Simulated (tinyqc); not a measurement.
Worked calculation: RKS/LDA (PW92) in the sto-3g basis, for LiH, spin multiplicity 1. One step of it, computed by the program tinyqc.

Problem. Iteration 2: building the Kohn-Sham matrix. J_ij = sum D_kl (ij|kl); F = H + J + V_xc; E = tr D H + tr D J / 2 + E_xc + E_nn.

D after iteration 1, order 1Li 1s, 1Li 2s, 1Li 2px, 1Li 2py, 1Li 2pz, 2H 1s:
$$\begin{pmatrix}
2.107550 & -0.428186 & -0.065235 & 0.057178 & 0.143081 & -0.022510 \\
-0.428186 & 1.656945 & 0.294139 & -0.262341 & -0.679044 & 0.146667 \\
-0.065235 & 0.294139 & 0.052273 & -0.046628 & -0.120718 & 0.026119 \\
0.057178 & -0.262341 & -0.046628 & 0.041592 & 0.107684 & -0.023303 \\
0.143081 & -0.679044 & -0.120718 & 0.107684 & 0.278809 & -0.060356 \\
-0.022510 & 0.146667 & 0.026119 & -0.023303 & -0.060356 & 0.013101
\end{pmatrix}$$

core Hamiltonian H = T + V (hartree), order 1Li 1s, 1Li 2s, 1Li 2px, 1Li 2py, 1Li 2pz, 2H 1s:
$$\begin{pmatrix}
-4.762203 & -1.070438 & 0.000000 & 0.000000 & -0.018648 & -0.387343 \\
-1.070438 & -1.408547 & 0.000000 & 0.000000 & -0.128184 & -0.766448 \\
0.000000 & 0.000000 & -1.146712 & 0.000000 & 0.000000 & 0.000000 \\
0.000000 & 0.000000 & 0.000000 & -1.146712 & 0.000000 & 0.000000 \\
-0.018648 & -0.128184 & 0.000000 & 0.000000 & -1.249704 & -0.894242 \\
-0.387343 & -0.766448 & 0.000000 & 0.000000 & -0.894242 & -1.530314
\end{pmatrix}$$

Two-electron integrals (ij|kl) in chemists' order, unique and non-zero (hartree):
```
(11|11) 1.680395   (21|11) 0.265420   (21|21) 0.049941   (22|11) 0.397727
(22|21) 0.092860   (22|22) 0.290562   (31|31) 0.008981   (32|31) 0.013788
(32|32) 0.064184   (33|11) 0.396640   (33|21) 0.092880   (33|22) 0.290497
(33|33) 0.312946   (41|41) 0.008981   (42|41) 0.013788   (42|42) 0.064184
(43|43) 0.016869   (44|11) 0.396640   (44|21) 0.092880   (44|22) 0.290497
(44|33) 0.279207   (44|44) 0.312946   (51|51) 0.008981   (52|51) 0.013788
(52|52) 0.064184   (53|53) 0.016869   (54|54) 0.016869   (55|11) 0.396640
(55|21) 0.092880   (55|22) 0.290497   (55|33) 0.279207   (55|44) 0.279207
(55|55) 0.312946   (61|11) 0.091185   (61|21) 0.017225   (61|22) 0.032483
(61|33) 0.032099   (61|44) 0.032099   (61|51) 0.002035   (61|52) 0.003883
(61|55) 0.033266   (61|61) 0.006493   (62|11) 0.169381   (62|21) 0.039802
(62|22) 0.126676   (62|33) 0.120755   (62|44) 0.120755   (62|51) 0.006527
(62|52) 0.035814   (62|55) 0.138384   (62|61) 0.016261   (62|62) 0.085370
(63|31) 0.003619   (63|32) 0.015647   (63|53) 0.005879   (63|63) 0.007028
(64|41) 0.003619   (64|42) 0.015647   (64|54) 0.005879   (64|64) 0.007028
(65|11) 0.197563   (65|21) 0.047009   (65|22) 0.155673   (65|33) 0.145477
(65|44) 0.145477   (65|51) 0.010213   (65|52) 0.054754   (65|55) 0.175867
(65|61) 0.020192   (65|62) 0.116029   (65|65) 0.160931   (66|11) 0.353956
(66|21) 0.084760   (66|22) 0.291760   (66|33) 0.267025   (66|44) 0.267025
(66|51) 0.017213   (66|52) 0.108906   (66|55) 0.340713   (66|61) 0.036678
(66|62) 0.240034   (66|65) 0.340601   (66|66) 0.774606
```

nuclear repulsion = 1.06832546 hartree

V_xc (hartree), order 1Li 1s, 1Li 2s, 1Li 2px, 1Li 2py, 1Li 2pz, 2H 1s:
$$\begin{pmatrix}
-1.047679 & -0.142421 & -0.002336 & 0.002094 & 0.005006 & -0.047316 \\
-0.142421 & -0.207477 & -0.019190 & 0.017127 & 0.038084 & -0.073799 \\
-0.002336 & -0.019190 & -0.204106 & -0.000602 & -0.001366 & -0.005178 \\
0.002094 & 0.017127 & -0.000602 & -0.204242 & 0.001220 & 0.004622 \\
0.005006 & 0.038084 & -0.001366 & 0.001220 & -0.208723 & -0.083050 \\
-0.047316 & -0.073799 & -0.005178 & 0.004622 & -0.083050 & -0.166608
\end{pmatrix}$$

E_xc = sum of w rho eps_xc = -1.97236404 hartree

Give: Coulomb J; Kohn-Sham matrix F; total energy of this density.

Solution.

Coulomb J (hartree), order 1Li 1s, 1Li 2s, 1Li 2px, 1Li 2py, 1Li 2pz, 2H 1s:
$$\begin{pmatrix}
4.1474 & 0.7114 & 0.0071 & -0.0064 & -0.0153 & 0.2414 \\
0.7114 & 1.3691 & 0.0368 & -0.0328 & -0.0781 & 0.5494 \\
0.0071 & 0.0368 & 1.3635 & -0.0016 & -0.0038 & 0.0077 \\
-0.0064 & -0.0328 & -0.0016 & 1.3631 & 0.0034 & -0.0069 \\
-0.0153 & -0.0781 & -0.0038 & 0.0034 & 1.3735 & 0.6435 \\
0.2414 & 0.5494 & 0.0077 & -0.0069 & 0.6435 & 1.1717
\end{pmatrix}$$

Kohn-Sham matrix F (hartree), order 1Li 1s, 1Li 2s, 1Li 2px, 1Li 2py, 1Li 2pz, 2H 1s:
$$\begin{pmatrix}
-1.6625 & -0.5014 & 0.0048 & -0.0043 & -0.0290 & -0.1933 \\
-0.5014 & -0.2469 & 0.0176 & -0.0157 & -0.1682 & -0.2909 \\
0.0048 & 0.0176 & 0.0126 & -0.0022 & -0.0051 & 0.0025 \\
-0.0043 & -0.0157 & -0.0022 & 0.0122 & 0.0046 & -0.0022 \\
-0.0290 & -0.1682 & -0.0051 & 0.0046 & -0.0849 & -0.3338 \\
-0.1933 & -0.2909 & 0.0025 & -0.0022 & -0.3338 & -0.5252
\end{pmatrix}$$

total energy of this density = -7.194395 hartree
